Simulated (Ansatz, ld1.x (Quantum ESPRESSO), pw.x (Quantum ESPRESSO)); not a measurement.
**Which P potential is closest to all-electron in the bcc crystal?**

All use PBEsol, scalar-relativistic, no spin, cutoffs from each file’s atomic test, pw.x 7.5; 15³ k-points, Fermi–Dirac smearing 0.01 Ry. Δ is the rms difference from all-electron LAPW of the E(V) curves that follow from fits to the pressures, over ±6 % in volume. Mesh and smearing are coarse and serve the comparison alone. The files are a selection: those with a ghost or negative overlap were mostly not run, and those with noisy or unconverged pressures or nearly equal Δ are left out.

All-electron: a0 = 3.012 Å (V0 = 13.66 Å³/atom), B0 = 108.0 GPa.

Task: Rank them by Δ, smallest first.
A. norm-conserving Troullier–Martins (Kleinman–Bylander form), ld1.x (Quantum ESPRESSO) 7.5, PBEsol; core [Ne], reference 3s2 3p3; waves: 3s (bound): rc 1.25 bohr; 3p (bound): rc 1.60 bohr; 3d channel at -0.15 Ry: rc 1.45 bohr; local part: all-electron potential smoothed inside 1.40 bohr (lloc = -1); core correction: Bessel-smoothed model core, default radius (core density twice the valence density).
B. norm-conserving Troullier–Martins (Kleinman–Bylander form), ld1.x (Quantum ESPRESSO) 7.5, PBEsol; core [Ne], reference 3s2 3p3; waves: 3p (bound): rc 1.25 bohr; 3d channel at -0.1 Ry: rc 1.60 bohr; 3s (bound): rc 1.70 bohr; local part: the s channel; core correction: Bessel-smoothed model core inside 0.75 bohr.
C. norm-conserving Troullier–Martins (Kleinman–Bylander form), ld1.x (Quantum ESPRESSO) 7.5, PBEsol; core [Ne], reference 3s2 3p3; waves: 3p (bound): rc 1.70 bohr; 3d channel at 0.1 Ry: rc 1.85 bohr; 3s (bound): rc 1.65 bohr; local part: the s channel; core correction: none.

Result: C (0.2 meV/atom), B (1.0 meV/atom), A (2.1 meV/atom).
